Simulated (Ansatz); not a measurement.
# CHNO: the cost of one run

Method: RHF/def2-SVP, in Ansatz 0.2.0.

### Step 1. The system as given

Bond lengths: N1–C2 1.136 Å, C2–O3 1.309 Å, O3–H4 1.031 Å. Angles: N1–C2–O3 176.1°, C2–O3–H4 111.2°.

Coordinates:

```xyz
4

N    -1.3103   -0.2116    0.8860
C    -0.4569    0.1104    0.2090
O     0.5641    0.4011   -0.5575
H     1.2587   -0.3603   -0.5578
```

### Step 2. Relaxing the start

The input, input.yaml:

```yaml
crystal:
  periodic: [false, false, false]
  atoms:
    - { symbol: "N", position_ang: [-1.3103, -0.2116, 0.886] }
    - { symbol: C, position_ang: [-0.4569, 0.1104, 0.209] }
    - { symbol: O, position_ang: [0.5641, 0.4011, -0.5575] }
    - { symbol: H, position_ang: [1.2587, -0.3603, -0.5578] }
basis:
  gaussian: { orbitals: def2-SVP }
hamiltonian:
  xc: hf
relax:
  f_tol: 0.02
  max_steps: 40
scf:
  lower_state_search: "off"
```

Run with:

```console
$ ansatz run input.yaml --threads 1 --pin off --max-ram 2048MiB --backend cpu --events-out ev --progress --plain --runs-dir out
```

What time and memory should one allow on 1 thread of Arm Neoverse V2, shared host?

About 3.2 s, with a peak of 0.11 GiB.
